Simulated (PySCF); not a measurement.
Spin-Hamiltonian simulation

Molecule: `C1=CC=CC(C(C)=O)=C1`, C8H8O.

Geometry:
```json
{"atom": "C1", "x (Å)": "-2.661", "y (Å)": "-0.168", "z (Å)": "0.767"}
{"atom": "C2", "x (Å)": "-1.714", "y (Å)": "0.525", "z (Å)": "-0.180"}
{"atom": "O3", "x (Å)": "-2.118", "y (Å)": "1.337", "z (Å)": "-0.984"}
{"atom": "C4", "x (Å)": "-0.256", "y (Å)": "0.189", "z (Å)": "-0.108"}
{"atom": "C5", "x (Å)": "0.268", "y (Å)": "-0.748", "z (Å)": "0.791"}
{"atom": "C6", "x (Å)": "1.635", "y (Å)": "-1.017", "z (Å)": "0.808"}
{"atom": "C7", "x (Å)": "2.489", "y (Å)": "-0.352", "z (Å)": "-0.071"}
{"atom": "C8", "x (Å)": "1.974", "y (Å)": "0.584", "z (Å)": "-0.970"}
{"atom": "C9", "x (Å)": "0.611", "y (Å)": "0.852", "z (Å)": "-0.987"}
{"atom": "H10", "x (Å)": "-2.637", "y (Å)": "-1.258", "z (Å)": "0.617"}
{"atom": "H11", "x (Å)": "-2.383", "y (Å)": "0.025", "z (Å)": "1.814"}
{"atom": "H12", "x (Å)": "-3.677", "y (Å)": "0.203", "z (Å)": "0.584"}
{"atom": "H13", "x (Å)": "-0.390", "y (Å)": "-1.275", "z (Å)": "1.485"}
{"atom": "H14", "x (Å)": "2.036", "y (Å)": "-1.750", "z (Å)": "1.512"}
{"atom": "H15", "x (Å)": "3.560", "y (Å)": "-0.565", "z (Å)": "-0.055"}
{"atom": "H16", "x (Å)": "2.643", "y (Å)": "1.105", "z (Å)": "-1.659"}
{"atom": "H17", "x (Å)": "0.177", "y (Å)": "1.577", "z (Å)": "-1.678"}
```

Method: PBE/pcSseg-1 with gauge-including orbitals, J couplings at B3LYP/pcJ-1 (without the spin–dipole term), structure optimised with PBE0-D3(BJ)/def2-SVP, in PySCF (relativity neglected, isolated molecule, averaged over atoms made equivalent by symmetry, fast rotation or ring inversion, one computed conformer).

Referencing at the same level of theory: 1H (σ = 31.20 ppm) against TMS.

Shifts (ppm): H13/H17 8.02, H14/H16 7.47, H15 7.48.
Couplings (Hz): H13–H14, H16–H17: 8.8; H13–H15, H15–H17: 1.0; H13–H16, H14–H17: 0.6; H13–H17: 1.6; H14–H15, H15–H16: 8.2; H14–H16: 1.0.

The 5-spin Hamiltonian (Zeeman plus full scalar coupling among like nuclei) was diagonalised exactly; lines are Lorentzian, 1.0 Hz wide, and the maxima above 3 % are listed with the tallest set to 100.

Q: Give the 1H peak list of this spin system at 200 MHz.

A: 
δ in ppm (height): 8.065 (6), 8.060 (5), 8.047 (40), 8.035 (41), 8.022 (31), 8.014 (50), 8.006 (29), 8.002 (27), 7.995 (47), 7.976 (6), 7.973 (6), 7.507 (13), 7.503 (15), 7.490 (100), 7.475 (88), 7.463 (41), 7.459 (55), 7.454 (61), 7.437 (17)

Q: And at 500 MHz?

A: 
```
    Hz    ppm  height
4018.4  8.037       6
4015.3  8.031      42
4013.2  8.027      48
4009.6  8.019      50
4008.1  8.016      35
4007.1  8.014      28
4004.9  8.010      44
4002.7  8.005      10
3999.7  7.999       4
3744.8  7.489       9
3743.2  7.486      18
3740.1  7.480     100
3738.1  7.476      88
3734.5  7.469      52
3732.6  7.465      51
3728.9  7.458      12
3727.9  7.456      13
3724.1  7.448       4
3723.4  7.447       4
3722.2  7.444       4
```

Q: Among coupled protons with different shifts, which pair is furthest from first order, and how does the field change that?

A: H14 and H15: Δν/J is about 0.2 at 200 MHz (strongly coupled) and 0.6 at 500 MHz (strongly coupled). J in Hz doesn't depend on the field, while Δν in Hz grows in proportion to it. The system also holds chemically equivalent protons that couple differently to a partner (AA′BB′ or AA′XX′ type), and that part stays second order at any field.

Unscaled 3J(H,H) at this level run about 10 % above measured values.
